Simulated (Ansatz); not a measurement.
A calculation on rock-salt NiO returned lattice constant a 4.162 Å, equilibrium volume per atom 9.01 Å³/atom, magnetic moment 1.36 μB.

For reference: lattice constant a 4.170 Å (measured, 5 K, zero-point motion not removed, pseudo-cubic cell; as tabulated in Yang et al. (2022), arXiv:2205.02972); equilibrium volume per atom 9.07 Å³/atom (measured, 5 K, zero-point motion not removed, pseudo-cubic cell; as tabulated in Yang et al. (2022), arXiv:2205.02972).

Problem. Which level of theory produced these numbers?
A. PBE-D4 (Ansatz, a program for electronic structure)
B. LDA (Ansatz)
C. PBE (Ansatz)
D. PBE+U (Ansatz)

Solution. A, PBE-D4 (Ansatz)

The others give: PBE 4.192 Å, 9.21 Å³/atom, 1.37 μB; LDA 4.061 Å, 8.37 Å³/atom, 1.14 μB; PBE+U 4.255 Å, 9.63 Å³/atom, 1.68 μB.

Unless a cell is named, each level is at its own relaxed cell (LDA 8.37, PBE 9.21, PBE+U 9.63, PBE-D4 9.01 Å³/atom).

Spin-polarised runs: PBE (opposed moments), LDA (opposed moments), PBE+U (opposed moments), PBE-D4 (opposed moments).

Caveats: a distance lies near a switch of the dispersion term, which can move the cell (PBE-D4); results with U depend on the projectors and the PAW data (PBE+U). Ansatz's density-functional and Hartree–Fock values are scalar-relativistic unless marked +SOC, with PAW data made under PBE.
